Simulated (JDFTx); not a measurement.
System: methanol, CH4O (SMILES CO), charge 0, multiplicity 1; geometry: optimised with GFN2-xTB in vacuum (no frequencies checked; largest PBE force component 1.0 eV/Å). Bond lengths (Å): C1–O2 1.406, C1–H3 1.096, C1–H4 1.088, C1–H5 1.095, O2–H6 0.963. Angles (°): O2–C1–H3 111.7, O2–C1–H4 106.5, O2–C1–H5 111.7, H3–C1–H4 108.8, H3–C1–H5 109.0, H4–C1–H5 108.9, C1–O2–H6 109.1.

Computed with JDFTx (a modified build): PBE, GBRV ultrasoft potentials, plane waves to 20/100 Ha. Liquid: CANDLE, water, 1 M NaF. The liquid run sits in a periodic box with 3.75 Å from the outermost atoms to the faces; the vacuum run is isolated. The box matters at about 0.01 eV. Solvation energy here means the total energy in the continuum liquid minus that in vacuum, same nuclei, nothing added for thermal motion or standard states.

Q: What does the calculation give for the solvation energy, its fluid terms and the levels?

A: 
- solvation energy: -0.21 eV
- part: cavitation term of the fluid: 0.30 eV
- part: dispersion term of the fluid: -0.27 eV
- part: electrostatic term of the fluid: -0.31 eV
- part: distortion of the solute's electrons: 0.07 eV
- dipole moment in vacuum: 1.54 D
- dipole moment in the liquid: 2.15 D
- highest occupied level in vacuum (zero: vacuum level): -6.29 eV
- highest occupied level in the liquid (zero: bulk electrolyte): -6.28 eV
